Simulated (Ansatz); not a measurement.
Reactions of C3H4O2S, SMILES `OC1(O)C=CS1`.

Computed with Ansatz on PBE0-D4/def2-TZVP structures; ΔE is electronic, products minus reactants. CBS: MP2 limit from def2 TZ/QZ plus the TZ coupled-cluster correction, frozen cores. This one scheme is used for every species, atoms too. DFT in def2-TZVPP. No spin–orbit coupling; open shells (•) take unrestricted orbitals. Spin–orbit coupling would lower the free atoms: a little for C, O, S. One conformer a species, not always the lowest.

```
                               reaction  PBE-D4 (kcal/mol)  ωB97X-V (kcal/mol)  CCSD/CBS(def2) (kcal/mol)  CCSD(T)/CBS(def2) (kcal/mol)
`OC1(O)C=CS1` → 3 C• + 4 H• + 2 O• + S•             1024.9               981.2                      955.7                         979.8
           `OC1(O)C=CS1` → `C=C(O)OC=S`               -0.2                 0.9                        1.8                           2.2
        `OC1(O)C=CS1` → `C#CS(C)(=O)=O`               34.7                35.1                       32.1                          31.7
        `OC1(O)C=CS1` → `O=S1(=O)C=CC1`               10.4                11.6                       12.2                          11.5
```

Largest T1 diagnostic: 0.017, for `O=S1(=O)C=CC1`.
